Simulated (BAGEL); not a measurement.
# SiH2Cl2 (dichlorosilane (DCS)), step by step

Aim: a single-point energy (HF/def2-SVP), then a single-point energy (NEVPT2(2,2)/def2-SVP) of SiH2Cl2 (dichlorosilane (DCS)). 

Program for the calculation: BAGEL 1.2.2.

4 further runs of the same task are left out: 1 that didn't finish, 3 set aside as unsound or not needed.

**1. The structure to begin with**

SiH2Cl2: 5 atoms, total charge 0, spin state singlet. As SMILES, `Cl[SiH2]Cl`. The Cl1–Si2 distance was set to 3.060 Å, away from the relaxed value. At this shape a bond of the SMILES string is far longer than usual.

Bond lengths: Si2–Cl3 2.040 Å, Si2–H4 1.476 Å, Si2–H5 1.476 Å. Angles: Cl3–Si2–H4 108.5°, Cl3–Si2–H5 108.5°, H4–Si2–H5 112.7°. A long bond or contact: Cl1–Si2 3.060 Å.

**2. A single-point energy at HF/def2-SVP (density fitting with svp-jkfit) (run 1)**

The input, input.json:

```json
{ "bagel": [

{
  "title": "molecule",
  "basis": "svp",
  "df_basis": "svp-jkfit",
  "angstrom": true,
  "finite_nucleus": true,
  "geometry": [
    { "atom": "Cl", "xyz": [   -1.622566,   -0.554254,    2.428422 ] },
    { "atom": "Si", "xyz": [    0.136800,   -0.071700,   -0.028900 ] },
    { "atom": "Cl", "xyz": [   -0.799200,    1.196800,   -1.324000 ] },
    { "atom": "H", "xyz": [    0.352000,   -1.362200,   -0.711200 ] },
    { "atom": "H", "xyz": [    1.396500,    0.556600,    0.413400 ] }
  ]
},
{
  "title": "hf"
},
{
  "title": "print",
  "file": "orbitals.molden",
  "orbitals": true
}

]}
```

Command:

```
$ BAGEL_NUM_THREADS=1 BAGEL input.json > input.out
```

Log:

```text
* using 1 threads per process

  ===============================================================
  ===============================================================

  *** Geometry ***

  { "atom" : "Cl", "xyz" : [     -3.066205,     -1.047388,      4.589052 ] },
  { "atom" : "Si", "xyz" : [      0.258515,     -0.135493,     -0.054613 ] },
  { "atom" : "Cl", "xyz" : [     -1.510269,      2.261624,     -2.501997 ] },
  { "atom" : "H", "xyz" : [      0.665184,     -2.574185,     -1.343973 ] },
  { "atom" : "H", "xyz" : [      2.639003,      1.051822,      0.781213 ] },

  Number of auxiliary basis functions:      420

  Since a DF basis is specified, we compute 2- and 3-index integrals:
    o Being stored without compression. Storage requirement is 0.014 GB

  Number of basis functions:       64
  Number of electrons      :       50

    * METHOD: MOLECULE                             0.14

  *** RHF ***

  === Nuclear Repulsion ===
   160.3667070910

      * DIIS with orbital gradients will be used.

  === RHF iteration (svp) ===
      0      -1208.57545317          0.01310864           0.04
      1      -1208.66755252          0.00697512           0.04
      2      -1208.69644168          0.00115119           0.04
      3      -1208.69764984          0.00021468           0.04
      4      -1208.69771791          0.00007191           0.04
      5      -1208.69772618          0.00002162           0.04
      6      -1208.69772700          0.00000471           0.04
      7      -1208.69772703          0.00000113           0.04
      8      -1208.69772703          0.00000032           0.04
      9      -1208.69772703          0.00000012           0.04
     10      -1208.69772703          0.00000005           0.04
     11      -1208.69772703          0.00000002           0.04
     12      -1208.69772703          0.00000001           0.04
     13      -1208.69772703          0.00000000           0.04
    * SCF iteration converged.

    * Permanent dipole moment:
           (   -1.555695,    -0.125405,     1.658738) a.u.

    * METHOD: HF                                   0.70

    * METHOD: PRINT                                0.01

  ===============================================================
```

Wall time 0.99 s (1 thread of Arm Neoverse V1, shared host).

**3. The energy at NEVPT2(2,2)/def2-SVP (density fitting with svp-jkfit, micro iterations 20, 2 states averaged) (run 2)**

The input, nevpt2.json:

```json
{ "bagel" : [

{
  "title" : "molecule",
  "basis" : "svp",
  "df_basis" : "svp-jkfit",
  "angstrom" : true,
  "finite_nucleus" : true,
  "geometry" : [
    { "atom" : "Cl", "xyz" : [   -1.622566,   -0.554254,    2.428422 ] },
    { "atom" : "Si", "xyz" : [    0.136800,   -0.071700,   -0.028900 ] },
    { "atom" : "Cl", "xyz" : [   -0.799200,    1.196800,   -1.324000 ] },
    { "atom" : "H", "xyz" : [    0.352000,   -1.362200,   -0.711200 ] },
    { "atom" : "H", "xyz" : [    1.396500,    0.556600,    0.413400 ] }
  ]
},
{ "title" : "hf" },
{ "title" : "casscf", "nstate" : 2, "nact" : 2, "nclosed" : 24, "active" : [25, 26], "maxiter" : 200, "natocc" : true, "maxiter_micro" : 20 },
{
  "title" : "nevpt2",
  "nstate" : 2,
  "nact" : 2,
  "nclosed" : 24,
  "active" : [25, 26],
  "maxiter" : 200,
  "natocc" : true,
  "maxiter_micro" : 20,
  "ncore" : 14,
  "istate" : 0
}

]}
```

Command:

```
$ BAGEL_NUM_THREADS=1 BAGEL nevpt2.json > nevpt2.out
```

Log:

```text
* using 1 threads per process

  ===============================================================
  ===============================================================

  *** Geometry ***

  { "atom" : "Cl", "xyz" : [     -3.066205,     -1.047388,      4.589052 ] },
  { "atom" : "Si", "xyz" : [      0.258515,     -0.135493,     -0.054613 ] },
  { "atom" : "Cl", "xyz" : [     -1.510269,      2.261624,     -2.501997 ] },
  { "atom" : "H", "xyz" : [      0.665184,     -2.574185,     -1.343973 ] },
  { "atom" : "H", "xyz" : [      2.639003,      1.051822,      0.781213 ] },

  Number of auxiliary basis functions:      420

  Since a DF basis is specified, we compute 2- and 3-index integrals:
    o Being stored without compression. Storage requirement is 0.014 GB

  Number of basis functions:       64
  Number of electrons      :       50

    * METHOD: MOLECULE                             0.14

  *** RHF ***

  === Nuclear Repulsion ===
   160.3667070910

      * DIIS with orbital gradients will be used.

  === RHF iteration (svp) ===
      0      -1208.57545317          0.01310864           0.04
      1      -1208.66755252          0.00697512           0.04
      2      -1208.69644168          0.00115119           0.04
      3      -1208.69764984          0.00021468           0.04
      4      -1208.69771791          0.00007191           0.04
      5      -1208.69772618          0.00002162           0.04
      6      -1208.69772700          0.00000471           0.04
      7      -1208.69772703          0.00000113           0.04
      8      -1208.69772703          0.00000032           0.04
      9      -1208.69772703          0.00000012           0.04
     10      -1208.69772703          0.00000005           0.04
     11      -1208.69772703          0.00000002           0.04
     12      -1208.69772703          0.00000001           0.04
     13      -1208.69772703          0.00000000           0.04
    * SCF iteration converged.

    * Permanent dipole moment:
           (   -1.555695,    -0.125405,     1.658738) a.u.

    * METHOD: HF                                   0.71

  ---------------------------
      CASSCF calculation
  ---------------------------

    ==== Active orbitals : =====
         Orbital 25
         Orbital 26
    ============================

    * nstate   :      2
    * nclosed  :     24
    * nact     :      2
    * nvirt    :     38
  === CASSCF iteration (svp) ===

    * Using the second-order algorithm

      0  0     -1208.71348388     3.47e-03      0.01
      0  1     -1208.52454050     0.00e+00      0.01

      1  0     -1208.71517720     6.42e-04      0.25
      1  1     -1208.53153223     0.00e+00      0.25

      2  0     -1208.70963280     1.08e-03      0.21
      2  1     -1208.55236166     0.00e+00      0.21

      3  0     -1208.67963656     1.92e-03      0.20
[... 36 lines of this table left out ...]
     15  1     -1208.62375050     0.00e+00      0.17

     16  0     -1208.67906460     5.17e-09      0.16
     16  1     -1208.62375051     0.00e+00      0.16

    * Second-order optimization converged. *

     guess   0:   closed 1.                   open ..
     guess   1:   closed ..                   open 11

  === FCI iteration ===

      0  0     -1208.67900283     2.77e-03      0.00
      0  1     -1208.62375050     2.99e-05      0.00

      1  0 *   -1208.67906460     1.44e-15      0.00
      1  1 *   -1208.62375051     2.55e-16      0.00

     * ci vector, state   0, <S^2> = 0.0000
       2.     0.9998646586

     * ci vector, state   1, <S^2> = 0.0000
       ba     0.7070549838
       ab     0.7070549838

    * METHOD: CASSCF                               3.27

    * freezing 14 orbitals

  === DF-NEVPT2 calculation ===

    * 3-index integral transformation done
    * assembly done

      NEVPT2 state 0 correlation energy:   -0.3797942572      0.06

          (+0)     -0.2558321873
          (+0)'    -0.0150790261
          (+1)     -0.0283398875
          (+1)'    -0.0141369898
          (+2)     -0.0056669465
          (-1)     -0.0479584598
          (-1)'    -0.0017080822
          (-2)     -0.0110726779

      NEVPT2 state 0 total energy:       -1209.0588588527

    * METHOD: NEVPT2                               0.14

  ===============================================================
```

It took 4.5 s on 1 thread of Arm Neoverse V1, shared host.

**4. Outcome**

```
                                     quantity           value
             run 1, HF/def2-SVP: total energy  -1208.69773 Eh
            run 1, HF/def2-SVP: dipole moment          5.79 D
              run 1, HF/def2-SVP: HOMO energy       -10.56 eV
              run 1, HF/def2-SVP: LUMO energy        -0.65 eV
            run 1, HF/def2-SVP: HOMO–LUMO gap         9.91 eV
run 2, NEVPT2(2,2)/def2-SVP: energy of root 0  -1209.05886 Eh
```
